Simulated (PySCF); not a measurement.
PySCF input for C3H6O, SMILES O=C(C)C (connectivity only; charge and spin as stated), charge +1, multiplicity 2, PBE-D3(BJ)/def2-SVP. Coordinates come from a PBE-D3(BJ)/def2-SVP optimisation. The multiplicity is an assumed one; other spin states were not compared.

```python
import numpy as np
from pyscf import gto, scf, dft, df
from pyscf.hessian import thermo

mol = gto.M(
    atom='''
    C    -1.32578856   -0.00418528   -0.59457467
    C    -0.00000000    0.00000000    0.15349476
    C     1.32578856    0.00418529   -0.59457467
    O     0.00000000    0.00000000    1.36722142
    H    -1.25006129   -0.77523056   -1.38972585
    H    -1.40481024    1.00394346   -1.06071111
    H    -2.17376014   -0.18768011    0.08851502
    H     2.17376014    0.18768011    0.08851501
    H     1.40481024   -1.00394347   -1.06071111
    H     1.25006128    0.77523056   -1.38972586
    ''',
    basis='def2-SVP',
    charge=1,
    spin=1,
    max_memory=1600,
    verbose=3,
)
mf = dft.UKS(mol, xc='pbe').density_fit(auxbasis='def2-universal-jkfit')
mf.disp = 'd3bj'
mf.grids.level = 3
mf.conv_tol = 1e-11
mf.max_cycle = 100
mf.kernel()
fine, coarse = mf.grids, dft.Grids(mol).set(level=1).build(with_non0tab=True)
for _ in range(3):  # follow internal instabilities
    mf.grids = coarse
    mo, _, stable, _ = mf.stability(return_status=True, nroots=4)
    mf.grids = fine
    if stable:
        break
    mf.kernel(mf.make_rdm1(mo, mf.mo_occ))

# [left out here: the lines that compute and print the analytic Hessian (its translational invariance restored by hand, since the grid's response is missing), thermochemistry and intensities]
```

Program output:

```

WARN: HOMO -0.329524795216666 >= LUMO -0.329524795216665

converged SCF energy = -192.432231761066  <S^2> = 0.75334369  2S+1 = 2.0033409
<class 'pyscf.df.df_jk.DFUKS'> wavefunction is stable in the internal stability analysis

WARN: DFTD3 does not support analytical Hessian, using finite difference


WARN: Mole.unit (angstrom) is changed to Bohr

Mode                                 0                   1                   2
Irrep
Freq [cm^-1]                       77.3139            121.4077            332.5346
Reduced mass [au]                   1.0190              1.1399              2.5743
Force const [Dyne/A]                0.0036              0.0099              0.1677
Char temp [K]                     111.2375            174.6787            478.4433
Normal mode                   x     y     z       x     y     z       x     y     z
       0   C                -0.01 -0.02  0.01   -0.00  0.04  0.01    0.10 -0.00 -0.08
       1   C                 0.00  0.00 -0.01    0.01  0.02  0.00   -0.00 -0.00  0.10
       2   C                 0.01  0.02  0.01   -0.00  0.04 -0.01   -0.10  0.00 -0.08
       3   O                -0.00 -0.00 -0.00   -0.01 -0.07  0.00    0.00  0.00  0.10
       4   H                -0.13 -0.32  0.28   -0.11 -0.24  0.26    0.24 -0.01 -0.06
       5   H                 0.14 -0.18 -0.36    0.18 -0.11 -0.33    0.20 -0.01 -0.12
       6   H                -0.03  0.33  0.07   -0.03  0.37  0.06   -0.02  0.02 -0.22
       7   H                 0.03 -0.33  0.07   -0.03  0.37 -0.06    0.02 -0.02 -0.22
       8   H                -0.14  0.18 -0.36    0.18 -0.11  0.33   -0.20  0.01 -0.12
       9   H                 0.13  0.32  0.28   -0.11 -0.24 -0.26   -0.24  0.01 -0.06
Mode                                 3                   4                   5
Irrep
Freq [cm^-1]                      340.5159            469.1070            724.0148
Reduced mass [au]                   5.3072              2.0959              4.9623
Force const [Dyne/A]                0.3626              0.2718              1.5326
Char temp [K]                     489.9266            674.9406           1041.6961
Normal mode                   x     y     z       x     y     z       x     y     z
       0   C                -0.04  0.00 -0.09   -0.00 -0.02 -0.00   -0.15  0.01 -0.08
       1   C                -0.13 -0.00 -0.00    0.00  0.20  0.00    0.00 -0.00  0.09
       2   C                -0.04  0.00  0.09   -0.00 -0.02  0.00    0.15 -0.01 -0.08
       3   O                 0.17 -0.00 -0.00    0.00 -0.07  0.00    0.00 -0.00  0.08
       4   H                -0.01  0.02 -0.10    0.21 -0.10  0.09   -0.06 -0.03 -0.03
       5   H                -0.00 -0.02 -0.15   -0.28 -0.10 -0.13   -0.16  0.00 -0.09
       6   H                -0.09  0.03 -0.15    0.05 -0.21  0.01   -0.14 -0.04 -0.07
       7   H                -0.09  0.03  0.15    0.05 -0.21 -0.01    0.14  0.04 -0.07
       8   H                -0.00 -0.02  0.15   -0.28 -0.10  0.13    0.16 -0.00 -0.09
       9   H                -0.01  0.02  0.10    0.21 -0.10 -0.09    0.06  0.03 -0.03
Mode                                 6                   7                   8
Irrep
Freq [cm^-1]                      833.6359            898.8562            950.3858
Reduced mass [au]                   1.2147              1.6108              2.3327
Force const [Dyne/A]                0.4974              0.7668              1.2414
Char temp [K]                    1199.4165           1293.2539           1367.3935
Normal mode                   x     y     z       x     y     z       x     y     z
       0   C                -0.02 -0.08 -0.02   -0.03  0.02 -0.10   -0.10  0.04 -0.02
       1   C                 0.00 -0.00  0.01    0.10 -0.03  0.00    0.16 -0.07 -0.00
       2   C                 0.02  0.08 -0.02   -0.03  0.02  0.10   -0.10  0.04  0.02
       3   O                 0.00  0.00  0.01    0.01  0.00  0.00    0.02  0.01  0.00
       4   H                -0.32  0.09 -0.21   -0.32 -0.10 -0.01    0.28 -0.08  0.12
       5   H                 0.37  0.07  0.23   -0.29  0.04  0.00    0.01  0.02 -0.05
       6   H                -0.08  0.21 -0.01    0.23 -0.01  0.21   -0.20 -0.11 -0.18
       7   H                 0.08 -0.21 -0.01    0.23 -0.01 -0.21   -0.20 -0.11  0.18
       8   H                -0.37 -0.07  0.23   -0.29  0.04 -0.00    0.01  0.02  0.05
       9   H                 0.32 -0.09 -0.21   -0.32 -0.10  0.01    0.28 -0.08 -0.12
Mode                                 9                  10                  11
Irrep
Freq [cm^-1]                      983.9482           1002.6270           1236.4753
Reduced mass [au]                   2.1212              1.3170              1.2089
Force const [Dyne/A]                1.2100              0.7800              1.0890
Char temp [K]                    1415.6823           1442.5570           1779.0127
Normal mode                   x     y     z       x     y     z       x     y     z
       0   C                -0.05 -0.08 -0.03    0.05  0.00 -0.07   -0.05  0.01 -0.04
       1   C                 0.09  0.14 -0.00    0.00  0.00  0.03    0.00 -0.00  0.05
       2   C                -0.05 -0.08  0.03   -0.05 -0.00 -0.07    0.05 -0.01 -0.04
       3   O                 0.01 -0.02 -0.00    0.00 -0.00  0.05   -0.00  0.00 -0.05
       4   H                -0.15  0.03 -0.14   -0.29 -0.06 -0.04    0.26 -0.22  0.22
       5   H                 0.27  0.07  0.21   -0.22  0.03  0.03    0.27  0.17  0.26
       6   H                -0.12  0.17 -0.05    0.36  0.02  0.31    0.17 -0.07  0.20
       7   H                -0.12  0.17  0.05   -0.36 -0.02  0.31   -0.17  0.07  0.20
       8   H                 0.27  0.07 -0.21    0.22 -0.03  0.03   -0.27 -0.17  0.26
       9   H                -0.15  0.03  0.14    0.29  0.06 -0.04   -0.26  0.22  0.22
Mode                                12                  13                  14
Irrep
Freq [cm^-1]                     1253.6719           1320.6102           1328.1284
Reduced mass [au]                   1.1560              1.0608              1.0956
Force const [Dyne/A]                1.0705              1.0900              1.1387
Char temp [K]                    1803.7547           1900.0640           1910.8811
Normal mode                   x     y     z       x     y     z       x     y     z
       0   C                 0.02 -0.01  0.05    0.04 -0.01 -0.02    0.06  0.00 -0.00
       1   C                 0.07 -0.00 -0.00   -0.00  0.00 -0.01   -0.02  0.00  0.00
       2   C                 0.02 -0.01 -0.05   -0.04  0.01 -0.02    0.06  0.00  0.00
       3   O                -0.01  0.00  0.00    0.00 -0.00  0.00    0.01 -0.00 -0.00
       4   H                -0.23  0.25 -0.23   -0.07 -0.25  0.20   -0.15 -0.24  0.22
       5   H                -0.23 -0.18 -0.29   -0.29  0.14  0.35   -0.25  0.12  0.30
       6   H                -0.20  0.06 -0.21   -0.20  0.19 -0.25   -0.23  0.09 -0.32
       7   H                -0.20  0.06  0.21    0.20 -0.19 -0.25   -0.23  0.09  0.32
       8   H                -0.23 -0.18  0.29    0.29 -0.14  0.35   -0.25  0.12 -0.30
       9   H                -0.23  0.25  0.23    0.07  0.25  0.20   -0.15 -0.24 -0.22
Mode                                15                  16                  17
Irrep
Freq [cm^-1]                     1358.8951           1374.0045           1633.2035
Reduced mass [au]                   1.0582              1.0496              7.5204
Force const [Dyne/A]                1.1513              1.1675             11.8188
Char temp [K]                    1955.1475           1976.8866           2349.8162
Normal mode                   x     y     z       x     y     z       x     y     z
       0   C                -0.02 -0.04 -0.00   -0.01 -0.03 -0.01   -0.02  0.00 -0.01
       1   C                -0.00 -0.00  0.01    0.00 -0.03  0.00   -0.00 -0.00 -0.21
       2   C                 0.02  0.04 -0.00   -0.01 -0.03  0.01    0.02 -0.00 -0.01
       3   O                 0.00 -0.00 -0.01   -0.00  0.00 -0.00    0.00 -0.00  0.16
       4   H                 0.36  0.16 -0.15    0.34  0.09 -0.09    0.11 -0.06  0.04
       5   H                -0.20 -0.03  0.03   -0.28  0.00  0.10    0.08  0.05  0.05
       6   H                 0.03  0.46  0.19   -0.00  0.48  0.13    0.02 -0.01  0.04
       7   H                -0.03 -0.46  0.19   -0.00  0.48 -0.13   -0.02  0.01  0.04
       8   H                 0.20  0.03  0.03   -0.28  0.00 -0.10   -0.08 -0.05  0.05
       9   H                -0.36 -0.16 -0.15    0.34  0.09  0.09   -0.11  0.06  0.04
Mode                                18                  19                  20
Irrep
Freq [cm^-1]                     2958.8280           2965.2038           3062.7618
Reduced mass [au]                   1.0343              1.0337              1.1030
Force const [Dyne/A]                5.3349              5.3552              6.0960
Char temp [K]                    4257.0947           4266.2681           4406.6323
Normal mode                   x     y     z       x     y     z       x     y     z
       0   C                 0.02 -0.01  0.03   -0.02  0.01 -0.03    0.00  0.06  0.01
       1   C                -0.00 -0.00  0.00    0.00 -0.00 -0.01    0.00 -0.00  0.00
       2   C                 0.02 -0.01 -0.03    0.02 -0.01 -0.03   -0.00 -0.06  0.01
       3   O                 0.00  0.00 -0.00   -0.00  0.00  0.00   -0.00 -0.00  0.00
       4   H                 0.03 -0.27 -0.28   -0.03  0.27  0.28    0.03 -0.34 -0.36
       5   H                -0.04  0.46 -0.21    0.03 -0.45  0.21    0.03 -0.40  0.19
       6   H                -0.21 -0.05  0.17    0.21  0.05 -0.18   -0.08 -0.01  0.06
       7   H                -0.20 -0.05 -0.17   -0.21 -0.05 -0.18    0.08  0.01  0.06
       8   H                -0.04  0.46  0.21   -0.03  0.45  0.21   -0.03  0.40  0.19
       9   H                 0.03 -0.27  0.28    0.03 -0.28  0.28   -0.03  0.34 -0.36
Mode                                21                  22                  23
Irrep
Freq [cm^-1]                     3066.9920           3138.3371           3138.6907
Reduced mass [au]                   1.1012              1.1073              1.1096
Force const [Dyne/A]                6.1032              6.4259              6.4405
Char temp [K]                    4412.7186           4515.3683           4515.8771
Normal mode                   x     y     z       x     y     z       x     y     z
       0   C                 0.00  0.06  0.01    0.04  0.00 -0.05    0.04  0.00 -0.05
       1   C                -0.00  0.00 -0.00   -0.00 -0.00 -0.00    0.00  0.00 -0.00
       2   C                 0.00  0.06 -0.01    0.04  0.00  0.05   -0.04 -0.00 -0.05
       3   O                 0.00  0.00  0.00   -0.00 -0.00  0.00    0.00  0.00  0.00
       4   H                 0.03 -0.34 -0.36   -0.01  0.17  0.17   -0.02  0.17  0.17
       5   H                 0.03 -0.39  0.19    0.01 -0.12  0.05    0.01 -0.12  0.05
       6   H                -0.09 -0.01  0.07   -0.47 -0.10  0.38   -0.46 -0.10  0.38
       7   H                -0.09 -0.01 -0.07   -0.47 -0.10 -0.38    0.47  0.10  0.38
       8   H                 0.03 -0.39 -0.19    0.01 -0.12 -0.05   -0.01  0.13  0.05
       9   H                 0.03 -0.34  0.36   -0.01  0.17 -0.17    0.02 -0.17  0.17
temperature 298.1500 [K]
pressure 101325.00 [Pa]
Rotational constants [GHz] 10.57312 8.12588 4.88939
Symmetry number 2
Zero-point energy (ZPE) 0.07876 [Eh]   206775.412 [J/mol]
                           tot       elec      trans        rot        vib
Entropy [J/mol/K]       307.762      5.763    159.404     95.288     47.307
Cv [J/mol/K]             76.903      0.000     12.472     12.472     51.959
Cp [J/mol/K]             85.217      0.000     20.786     12.472     51.959
Internal energy [J/mol]                      3718.434   3718.434 214362.043
Internal energy [Eh]   -192.34775  -192.43223
Enthalpy [J/mol]                             6197.391   3718.434 214362.043
Enthalpy [Eh]          -192.34681
Gibbs free energy [J/mol]                  -41328.792 -24691.550 200257.358
Gibbs free energy [Eh] -192.38176
mode   freq/cm-1   IR/(km/mol)
   1       77.31         0.291
   2      121.41         1.497
   3      332.53         1.674
   4      340.52         1.612
   5      469.11         0.308
   6      724.01         0.332
   7      833.64         0.245
   8      898.86         2.923
   9      950.39         7.185
  10      983.95        13.468
  11     1002.63         1.721
  12     1236.48        16.818
  13     1253.67         1.669
  14     1320.61        21.372
  15     1328.13        23.101
  16     1358.90         0.063
  17     1374.00        46.671
  18     1633.20         2.991
  19     2958.83        69.927
  20     2965.20        30.554
  21     3062.76         0.586
  22     3066.99        62.222
  23     3138.34         2.308
  24     3138.69        36.966
max |gradient| / (hartree/bohr): 2.7966991027129307e-05
APT charges: [-0.0304  0.3262 -0.0304  0.0218  0.1142  0.1239  0.1183  0.1183  0.1239
  0.1142]
```

The calculation finished and met its thresholds.

Cost: very roughly 3 core-minutes.
